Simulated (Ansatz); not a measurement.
A calculation on α-phase Ga returned equilibrium volume per atom 20.88 Å³/atom, bulk modulus 43.8 GPa, cohesive energy 2.30 eV/atom.

For reference: cohesive energy 2.81 eV/atom (measured, 0 K, copied from a table, unchecked, 0 K, 1 atm; zero-point vibration energy not added; as tabulated in Kittel's textbook).

Q: Which level of theory produced these numbers?
A. PBE-D4 (Ansatz, an electronic-structure program)
B. rVV10 (Ansatz)
C. revPBE (Ansatz)
D. r²SCAN+rVV10 (Ansatz)

A: C, revPBE (Ansatz)

The others give: r²SCAN+rVV10 18.93 Å³/atom, 66.8 GPa, 3.03 eV/atom; rVV10 21.06 Å³/atom, 41.8 GPa, 2.76 eV/atom; PBE-D4 18.99 Å³/atom, 61.6 GPa, 3.09 eV/atom.

Unless a cell is named, each level is at its own relaxed cell (PBE-D4 19.00, r²SCAN+rVV10 18.93, revPBE 20.87, rVV10 21.06 Å³/atom).

Ansatz's density-functional and Hartree–Fock values are scalar-relativistic unless marked +SOC, with PAW data made under PBE.
